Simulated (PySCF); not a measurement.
benzene (C6H6), SMILES c1ccccc1. Heavy atoms are numbered as in [cH:1]1[cH:2][cH:3][cH:4][cH:5][cH:6]1. Hydrogens are named by the atom that carries them.

Geometry optimised at TPSSh-D3(BJ)/def2-SVP.

Computed with B3LYP/pcSseg-1 in PySCF.

GIAO shieldings, no solvent; atoms alike by connectivity are averaged. δ = σ(ref) − σ: ¹³C against TMS (σ = 181.3 ppm); ¹H against TMS (σ = 31.68 ppm), references at their B3LYP-D3(BJ)/def2-TZVP geometries, non-relativistic.

```csv
nucleus,atoms,count,δ (ppm)
¹³C,C1 (CH),6,137.5
¹H,H on C1,6,7.67
```
